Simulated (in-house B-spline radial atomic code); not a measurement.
Ne. Computed with a B-spline radial atomic code. Model: non-relativistic spherical atom: semilocal Troullier-Martins pseudo-atom, one channel per l, against all electrons, high spin, G0W0 and RPA with empty states to l = 8, local potential for every l without a channel, a model core (radius 0 = none) keeps its share of the functional.

What the tables leave out is listed at the end.

The pseudopotential gives back the lowest level of each angular momentum of its own functional in the configuration it was made in; a second state of the same l is only approximately right. Exact exchange, RPA and GW see the smooth pseudo-orbitals and miss the exchange with the core, for which the functional's share stands in. The column with an uncorrelated core keeps all orbitals and exact exchange, and so separates missing core correlation from pseudisation. Only the three outermost levels and the lowest empty one were computed. RPA here is direct RPA, with no exchange kernel, and its energies carry an (l + 1/2)⁻⁴ tail. A hybrid on a potential with a model core restores only its own semilocal share of the core's exchange.

Command:
```bash
python run_psgw.py task.json out
```
Settings (lengths in bohr, energies in hartree):
```
Z                      10
electrons              10
configuration          [He] 2s2 2p6
generated_in           [He] 2s2 2p6
functional             pbe,pbe
core_shells            1
radius_factor          1.15
core_correction        True
```

Run time, properties included: 13 s on 1 thread of Arm Neoverse N1, with other jobs on the host.

Given: made with PBE; model core radius 0.257 bohr; local radius 0.83 bohr; mean-field start PBE.

Valence shells of the generating configuration: 2s, 2p.

Channel: s 0.787, p 1.077 (radii in bohr).

Computed: largest level miss in the spin-unpolarised generating configuration 0 eV; valence RPA correlation energy all-electron orbitals -0.49122 hartree; all-electron RPA polarisability, core included 2.8102 bohr³; pseudo-atom RPA polarisability 2.7941 bohr³.

| level | occupied | mean-field all-electron (eV) | mean-field pseudo minus all (eV) | G0W0 all-electron (eV) | G0W0 uncorrelated core minus all (eV) | G0W0 pseudo minus all (eV) | exchange self-energy all-electron (eV) | exchange self-energy pseudo (eV) |
| --- | --- | --- | --- | --- | --- | --- | --- | --- |
| 2p | 1 | -13.347 | 0 | -20.585 | 0.051 | 0.206 | -37.41 | -36.26 |

(1) What is the valence RPA correlation energy pseudo?

Given: mean-field start PBE0.

Computed: valence RPA correlation energy pseudo -0.44591 hartree; all-electron RPA polarisability, core included 2.3536 bohr³; pseudo-atom RPA polarisability 2.3527 bohr³.

```csv
level,occupied,mean-field all-electron (eV),mean-field pseudo minus all (eV),G0W0 all-electron (eV),G0W0 uncorrelated core minus all (eV),G0W0 pseudo minus all (eV),exchange self-energy all-electron (eV),exchange self-energy pseudo (eV)
2p,1,-15.996,0.022,-21.2,0.054,0.202,-37.553,-36.363
```

(2) What is the valence RPA correlation energy all-electron orbitals?

## Answers

(1) -0.46987 hartree.

(2) -0.46607 hartree.

Among the listed levels the largest G0W0 shift of the pseudo-atom is +0.21 eV, for 2p on the PBE start, while leaving the core uncorrelated moves that level by +0.05 eV. So pseudisation and the lost core exchange, not the missing core correlation, make the error. Not in the tables (levels of low weight, unsolved or above zero; the highest and the empty levels are kept at any weight): on PBE the G0W0 levels 2s (pseudo minus all -0.11 eV, weights 0.20 and 0.26); on PBE0 the G0W0 levels 2s (pseudo minus all -1.51 eV, weights 0.31 and 0.20); no Hartree-Fock pseudo-atom is run with a model core.
